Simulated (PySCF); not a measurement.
## Stretching LiC⁺

Set-up: basis Li STO-3G, C STO-3G; no relativity; PySCF 2.14. Energies in eV from Li⁺ + C in their ground configurations at the same level. All curves are PBE0. state 1: ³Π (triplet), unpaired electrons σ ↑, π ↑; state 2: Ms = 0 determinant of mixed spin (⟨S²⟩ near 1.0), unpaired electrons σ ↑, π ↓, a second solution, started from another occupation; state 3: ³Σ⁻ (triplet), unpaired electrons π ↑↑, a second solution, started from another occupation; state 4: Ms = 0 determinant of mixed spin (⟨S²⟩ near 1.0), unpaired electrons π ↑↓, a mixture of terms (⟨Lz²⟩ = 2.0), a second solution, started from another occupation.

```
R (Å)  state 1  state 2  state 3  state 4
1.875   -1.390   -0.758  -0.7364  -0.1470
1.962   -1.520   -0.894  -0.7989  -0.2019
2.049   -1.593   -0.975  -0.8223  -0.2182
2.115   -1.619   -1.008  -0.8212  -0.2122
2.180   -1.627   -1.022  -0.8080  -0.1946
2.245   -1.620   -1.022  -0.7858  -0.1683
2.333   -1.592   -1.003  -0.7458  -0.1237
2.442   -1.537   -0.959  -0.6849  -0.0582
2.572   -1.450   -0.885  -0.6037   0.0270
2.747   -1.314   -0.762  -0.4924   0.1414
```

Problem. Put a parabola through the three lowest points of the state 1 curve and estimate Re, k and ωe (reduced mass 4.427 u; 1 eV/Å² = 0.16022 mdyn/Å; ωe = 1302.8·√(k/μ) cm⁻¹).

Solution. Through R = 2.115, 2.18, 2.245 Å the second-order coefficient is 1.78 eV/Å², so Re ≈ 2.182 Å, k ≈ 0.569 mdyn/Å and ωe ≈ 467 cm⁻¹. A polynomial fit of higher order to the unrounded PBE0 energies gives Re = 2.179 Å, k = 0.554 mdyn/Å, ωe = 461 cm⁻¹; anharmonicity and rounding make the difference.

The higher-order fit for each curve: state 1: Re = 2.179 Å, ωe = 461 cm⁻¹, De = 1.63 eV; state 2: Re = 2.211 Å, ωe = 434 cm⁻¹, minimum 1.02 eV below the ground-state fragments; state 3: Re = 2.076 Å, ωe = 448 cm⁻¹, minimum 0.82 eV below the ground-state fragments; state 4: Re = 2.053 Å, ωe = 462 cm⁻¹, minimum 0.218 eV below the ground-state fragments.

For an ion De counts to the pair picked by the measured ionisation energies or electron affinities, which need not be the lowest pair at this level. STO-3G is very small, so such numbers show the basis as much as the molecule. The state is the lowest determinant that a PBE0 search found; another state may lie lower at other levels.
